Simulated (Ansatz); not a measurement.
CH6AlN, SMILES [CH3][AlH][NH2], a polarisability from point charges

Program: Ansatz 0.2.0 through its Python package.

Run as a notebook:

**Cell 1**
```python
import ansatz as az
import numpy as np
```

**Cell 2**
```python
geometry_ang = [
    ("C", (-0.8094, 0.8366, -0.9814)),
    ("Al", (0.5775, -0.1481, -0.0785)),
    ("N", (0.1765, -1.0526, 1.5471)),
    ("H", (-1.6197, 0.2089, -1.2517)),
    ("H", (-0.4524, 1.3284, -1.9392)),
    ("H", (-1.2264, 1.6976, -0.3204)),
    ("H", (2.0717, -0.207, -0.7083)),
    ("H", (0.486, -2.0425, 1.4028)),
    ("H", (0.8848, -0.6676, 2.3125)),
]
molecule = az.Crystal.molecule()
for symbol, xyz in geometry_ang:
    molecule = molecule.atom(symbol, xyz)
```

**Cell 3**
```python
job = (
    molecule.calculation()
    .basis(gaussian="def2-SVP")
    .correlation("mp2")
    .forces()
)
# charges +q and -q at -R and +R make a nearly even field 2 k q / R^2 at the centre
centre = np.mean([site.position_ang for site in molecule.cartesian_sites], axis=0)
field = 2 * 14.399645 * 3.0 / 40.0 ** 2
```

**Cell 4**
```python
def dipole(axis, sign):
    arm = 40.0 * np.eye(3)[axis]
    pair = [{"charge": sign * 3.0, "position_ang": (centre - arm).tolist()}, {"charge": -sign * 3.0, "position_ang": (centre + arm).tolist()}]
    deck = job.input().set(az.key.basis.gaussian.point_charges, pair)
    return np.array(az.Session.from_dict(deck).plan().execute().report["charge_distribution"]["dipole_moment_e_ang"])
```

**Cell 5**
```python
print(f"field {field:.4f} V/A")
alpha = np.array([(dipole(axis, 1) - dipole(axis, -1)) / (2 * field) * 14.399645 for axis in range(3)])
print("polarisability tensor (A^3)")
print(np.array2string(alpha, precision=3, suppress_small=True))
print(f"mean {np.trace(alpha) / 3:.3f} A^3 = {np.trace(alpha) / 3 / 0.14818471:.2f} bohr^3")
```
Output:
```text
field 0.0540 V/A
polarisability tensor (A^3)
[[ 6.207 -0.461  0.006]
 [-0.464  5.692 -0.808]
 [ 0.011 -0.813  6.501]]
mean 6.133 A^3 = 41.39 bohr^3
```

The geometry is a force-field or estimated start, not a minimum of this method, and the basis set is short of its limit. The field of two point charges is only nearly even. Without diffuse functions polarisabilities are unreliable, as a rule too low, and they change with the bond lengths of this unrelaxed start. It ran for 7.2 s on 1 thread of Arm Neoverse V2 (shared host), peak memory 0.21 GiB.

(Lines on the test bed's own set-up are left out of the output.)
